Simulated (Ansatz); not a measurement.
in.yaml

```yaml
crystal:
  periodic: [false, false, false]
  atoms:
    - {symbol: B, position_ang: [0.000000, 0.000000, 5.088226]}
    - {symbol: Be, position_ang: [0.000000, 0.000000, -1.871774]}
    - {symbol: H, position_ang: [0.000000, 0.000000, -3.216453]}
basis:
  gaussian: {orbitals: cc-pVDZ}
correlation: {method: fci, electrons: outside_noble_gas}
```

```sh
$ ansatz run in.yaml --threads 1 --pin off --events-out ev --progress --plain --max-ram 2393MiB
```

Log:

```
538 factors; integrals over basis functions are off by at most 1.6e-7 eV
mean field evaluation 1: about -1071.9390 eV, gradient 1.2e1 eV
mean field evaluation 2: about -1071.9780 eV, gradient 1.2e1 eV
mean field evaluation 4: about -1069.8973 eV, gradient 1.6e1 eV
mean field evaluation 8: about -1075.5604 eV, gradient 6.0e-2 eV
mean field evaluation 16: about -1075.1400 eV, gradient 4.6e0 eV
mean field evaluation 32: about -1075.3736 eV, gradient 9.2e-2 eV
mean field evaluation 64: about -1075.3735 eV, gradient 5.3e-4 eV
mean field -1075.55821118 eV, -39.5260352212 hartree, gradient 1.7e-6 eV, S^2 0.000000; 5 other end points of the search recorded, 0 dependent functions left out; unrestricted orbitals would lower it
determinant -1075.55821118 eV, -39.5260352212 hartree, with singles and doubles -1081.13488613 eV, -39.7309742458 hartree
determinant -1075.37354417 eV, -39.5192488339 hartree, with singles and doubles -1081.07578393 eV, -39.7288022798 hartree
determinant -1075.55821118 eV, -39.5260352212 hartree, with singles and doubles -1081.97119041 eV, -39.7617078610 hartree
determinant -1075.37354417 eV, -39.5192488339 hartree, with singles and doubles -1081.96303438 eV, -39.7614081326 hartree
unrestricted determinant -1079.74250503 eV, -39.6798051842 hartree, S^2 1.0094
2 core orbitals not correlated: weight in the atoms' cores, before any rotation towards them, 1.000 or more for the frozen orbitals, at most 0.000 for the correlated occupied ones
reference -1075.55821118 eV, -39.5260352212 hartree; 3, 3 occupied and 28, 28 virtual orbitals, 538 factors
state -1082.42248221 eV, -39.7782925289 hartree
Total energy: -1082.42248221 eV, -39.7782925289 hartree
```

Natural occupations: 1.9478 1.8783 0.9904 0.9867 0.0522 0.0522 0.0159 0.0143 0.0143 0.0089 0.0076 0.0058 0.0053 0.0053 0.0045 0.0035 0.0035 0.0014 0.0004 0.0003 0.0003 0.0003 0.0003 0.0002.

Ran on 1 thread of Intel Xeon, shared host: 30 s wall, 0.59 GiB peak host memory.
